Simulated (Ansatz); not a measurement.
## Ansatz (development build ahead of 0.2.0) run

```yaml
crystal:
  periodic: [false, false, false]
  atoms:
    - { symbol: B, position_ang: [0.0, 0.0, 0.0] }
    - { symbol: "N", position_ang: [0.0, 0.0, 1.64] }
basis:
  gaussian: { orbitals: def2-SVP }
hamiltonian:
  xc: hf
correlation:
  method: mp2
  frozen_orbitals: { B: 1, "N": 1 }
output:
  forces: true
```

The input is written out in the form of the current development build from the run's settings.

Results

```yaml
Converged: yes
Reference_energy: -78.79423 hartree
Correlation_energy: -0.16795 hartree
Total_energy: -78.96217 hartree
Spin_squared_of_the_determinant: 0.000
Stability_test: minimum among restricted orbitals
```

Forces (eV/Å):
```json
{"atom": "B1", "Fx": "0.000", "Fy": "0.000", "Fz": "3.462"}
{"atom": "N2", "Fx": "0.000", "Fy": "0.000", "Fz": "-3.462"}
```

Caution: bonds are stretched, where a single reference can fail; an unrestricted determinant lies well below; other determinants can give a lower correlated total.
